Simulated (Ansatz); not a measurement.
## HAl–C–O, singlet: reading a ladder of total energies

Geometry: displaced at random from a stationary point.

```csv
atom,x (Å),y (Å),z (Å)
Al,0.0607,-0.1066,1.4023
C,-0.1042,0.2040,-0.7681
O,-0.0276,-0.0651,-1.8815
H,0.0555,1.4542,1.4806
```

Basis cc-pVDZ; Ansatz 0.2.0. Correlated methods freeze the noble-gas cores, which leaves 14 electrons in 44 orbitals. Prefix R: restricted or restricted open-shell reference.

Full CI isn't at hand for all of this; RCCSDT(Q) serves as the reference, and is uncertain by about the last step of the cluster series.

Runs differ by some tens of microhartree through their thresholds, so steps under 0.03 kcal/mol mean nothing.

```tsv
level	total energy (hartree)
RHF	-355.185923
RMP2	-355.542520
RCCSD	-355.565435
RCCSD(T)	-355.580322
RCCSDT	-355.581325
RCCSDT(Q)	-355.582858
```

Problem. What is the correlation energy at RCCSDT(Q), and what share of it do RMP2 and RCCSD(T) recover?

Solution. E(corr) = -355.582858 − (-355.185923) = -0.396935 hartree = -10.801 eV. RMP2: -0.356597 / -0.396935 = 89.84 %. RCCSD(T): -0.394399 / -0.396935 = 99.36 %.

Problem. By how many kcal/mol does RCCSD(T) miss RCCSDT(Q) (1 hartree = 627.509 kcal/mol), and which steps make up the rest?

Solution. -355.580322 − (-355.582858) = 0.002536 hartree = 1.59 kcal/mol. Steps: RCCSDT − RCCSD(T) = -0.63, RCCSDT(Q) − RCCSDT = -0.96 kcal/mol. Differences between like states or geometries often cancel part of this.
